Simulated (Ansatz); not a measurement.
**PO radical: small, medium and large basis sets**

One table from this session's results is given with a row withheld; the runs are named, their logs left out.

Program: Ansatz 0.2.0, Gaussian basis. Level of theory: one geometry, several basis sets. These are calculated values, not measurements.

Plan: PBE0-D4/def2-SVP; ωB97M-V/def2-SVP; PBE0-D4/def2-QZVPP; ωB97M-V/def2-QZVPP; CCSD(T)/cc-pV(D+d)Z; CCSD(T)/cc-pV(T+d)Z; CCSD(T)/cc-pV(Q+d)Z; the functionals' def2-TZVPP values are taken from earlier runs.

### The geometry

All runs share one geometry, relaxed beforehand with PBE0-D4 in a triple-zeta def2 set.

SMILES `O=[P]`, 2 atoms, charge 0, spin multiplicity 2.

Atoms are counted from 1 here; the program's logs count them from 0.

Bond lengths: O1–P2 1.474 Å.

Geometry (Å):

```xyz
2

O     0.00000    0.00000   -0.00946
P     0.00000    0.00000    1.46455
```

The first run:

File in.yaml:

```yaml
crystal:
  periodic: [false, false, false]
  atoms:
    - {symbol: O, position_ang: [0.000000, 0.000000, -0.009457]}
    - {symbol: P, position_ang: [-0.000000, -0.000000, 1.464547]}
basis:
  gaussian: {orbitals: def2-SVP}
magnetization: {spin_polarized: true, initial_magnetization: 1}
hamiltonian: {xc: pbe0, dispersion: d4}
output: {orbitals: {seedname: orbitals}}
```

Launch:

```console
ansatz run in.yaml --threads 2 --pin off --events-out ev --progress --plain --max-ram 32768MiB --backend cpu
```

Among the steps run: PBE0-D4 in def2-SVP; ωB97M-V in def2-SVP; PBE0-D4 in def2-QZVPP; ωB97M-V in def2-QZVPP.

One table of the session follows, with a row left open; its other results are not shown here.

```
functional       basis  HOMO (eV)  LUMO (eV)
   PBE0-D4    def2-SVP      -5.53      -3.06
   PBE0-D4  def2-TZVPP      -5.81      -3.33
   PBE0-D4  def2-QZVPP      -5.87      -3.41
   ωB97M-V    def2-SVP      -7.39      -0.66
   ωB97M-V  def2-TZVPP          ?          ?
   ωB97M-V  def2-QZVPP      -7.73      -1.17
```

**Question.** Estimate the row for ωB97M-V, def2-TZVPP.

As computed: HOMO (eV): -7.65; LUMO (eV): -1.04. In the column «HOMO (eV)» it lies between ωB97M-V, def2-QZVPP (-7.73) and ωB97M-V, def2-SVP (-7.39).
